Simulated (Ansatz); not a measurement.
Chalcopyrite CuGaSe₂ was calculated with PBE-D3(BJ) (Ansatz, a quantum-chemistry and plane-wave program, PAW).

Settings: plane-wave cutoff 520 eV, 8×8×8 k mesh, Fermi–Dirac smearing 0.01 eV, no spin polarisation, scalar-relativistic PAW data made under PBE.

Computed points:

| V (Å³/atom) | E − E_lowest (meV/atom) | P (GPa) |
|---|---|---|
| 20.859 | 8.01 | 3.07 |
| 21.294 | 1.92 | 1.45 |
| 21.728 | 0.00 | 0.00 |
| 22.163 | 1.79 | -1.29 |
| 22.598 | 6.87 | -2.43 |

Estimate the bulk modulus from the pressures at 21.294 and 22.163 Å³/atom, and compare it with a fit to all energies.

B = −V dP/dV. Between V = 21.294 and 22.163 Å³/atom, dP/dV = (-1.29 − (1.45))/(22.163 − 21.294) = -3.15 GPa per Å³/atom; at the midpoint 21.729 Å³/atom this gives B ≈ 68.5 GPa. The third-order Birch–Murnaghan fit gives V0 = 21.728 Å³/atom, B0 = 68.2 GPa, B′ = 4.9, which lies within 1 % of that estimate.

Shape and atoms are relaxed at each volume.

Note: the bulk modulus comes from volumes at which shape and atoms were relaxed.

Computed values are for the static lattice.
